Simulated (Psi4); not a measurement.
Psi4 input (wB97X-D/6-31G*):

```
memory 1500 MB

molecule {
0 1
F    -0.00000000   -0.00000000   -0.09245367
H     0.00000000    0.00000000    0.83208299
symmetry c1
no_reorient
no_com
}

set {
  basis 6-31G*
  reference rks
  scf_type pk
  dft_radial_points 99
  dft_spherical_points 590
  e_convergence 1e-8
  d_convergence 1e-7
  maxiter 150
}

e = energy('wb97x-d')
print_out(f'\nFINAL {e:.10f} DIPOLE {variable("CURRENT DIPOLE")[0]:.6f} {variable("CURRENT DIPOLE")[1]:.6f} {variable("CURRENT DIPOLE")[2]:.6f}\n')
```

From the last part of the output:

```
       4A     -0.468677     5A     -0.468677

    Virtual:

       6A      0.164498     7A      0.912774     8A      1.187211
       9A      1.274003    10A      1.274003    11A      1.540432
      12A      1.886988    13A      1.886988    14A      1.957159
      15A      1.957160    16A      2.717970    17A      3.787017

    Final Occupation by Irrep:
              A
    DOCC [     5 ]
    NA   [     5 ]
    NB   [     5 ]

  @RKS Final Energy:  -100.39739932668567

   => Energetics <=

    Nuclear Repulsion Energy =              5.1513315827086839
    One-Electron Energy =                -150.6334455273777451
    Two-Electron Energy =                  52.7486092223057810
    DFT Exchange-Correlation Energy =      -7.6638939801530830
    Empirical Dispersion Energy =          -0.0000006241693087
    VV10 Nonlocal Energy =                  0.0000000000000000
    Total Energy =                       -100.3973993266856581

Computation Completed

Properties will be evaluated at   0.000000,   0.000000,   0.000000 [a0]

Properties computed using the SCF density matrix

 Multipole Moments:

 ------------------------------------------------------------------------------------
     Multipole            Electronic (a.u.)      Nuclear  (a.u.)        Total (a.u.)
 ------------------------------------------------------------------------------------

 L = 1.  Multiply by 2.5417464519 to convert [e a0] to [Debye]
 Dipole X            :         -0.0000000            0.0000000           -0.0000000
 Dipole Y            :         -0.0000000            0.0000000           -0.0000000
 Dipole Z            :          0.7455544           -0.0000001            0.7455544
 Magnitude           :                                                    0.7455544

 ------------------------------------------------------------------------------------

FINAL -100.3973993267 DIPOLE -0.000000 -0.000000 0.745554

*** Psi4 exiting successfully. Buy a developer a beer!
```
